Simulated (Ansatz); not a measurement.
Reaction: C3H7Cl (2-chloropropane, SMILES CC(C)Cl) → C3H7 (SMILES C[CH]C, doublet) + Cl (doublet) (the C-Cl bond breaks)
Each species at its own B3LYP-D3(BJ)/def2-TZVP minimum (Ansatz, a first-principles code).

Total energies in hartree (Ansatz). Radicals and triplets start from unrestricted determinants; spin-orbit coupling is neglected. Cores are frozen in correlated methods. No relativity.

| species | HF/cc-pV(T+d)Z | CCSD(T)/cc-pV(T+d)Z | HF/cc-pV(Q+d)Z | CCSD(T)/cc-pV(Q+d)Z | CCSD(T)/cc-pV(D+d)Z | CCSDT(Q)/cc-pV(D+d)Z |
|---|---|---|---|---|---|---|
| 1: C3H7Cl (SMILES CC(C)Cl) | -577.25060 | -578.05548 | -577.26180 | -578.11493 | -577.85077 | -577.85283 |
| 2: C3H7 (SMILES C[CH]C, doublet) | -117.67919 | -118.24596 | -117.68682 | -118.28099 | -118.11766 | -118.11923 |
| 3: Cl (doublet) | -459.48556 | -459.67356 | -459.48916 | -459.69449 | -459.60403 | -459.60445 |

Problem. Work out the bond dissociation energy (electronic) in kcal/mol: take Hartree-Fock from cc-pV(Q+d)Z, extrapolate the CCSD(T) correlation energy as X^-3 (X = 3, 4), and add CCSDT(Q) - CCSD(T) in cc-pV(D+d)Z. 1 hartree = 627.51 kcal/mol.

Solution. 
Species 1: correlation (64·(-0.85313) - 27·(-0.80488))/37 = -0.88834; step -0.00206; E1 = -577.26180 + (-0.88834) + (-0.00206) = -578.15220
Species 2: correlation (64·(-0.59417) - 27·(-0.56677))/37 = -0.61416; step -0.00157; E2 = -117.68682 + (-0.61416) + (-0.00157) = -118.30255
Species 3: correlation (64·(-0.20533) - 27·(-0.18800))/37 = -0.21798; step -0.00042; E3 = -459.48916 + (-0.21798) + (-0.00042) = -459.70756
-1·E1 +1·E2 +1·E3 = 0.14209 hartree = 89.2 kcal/mol.
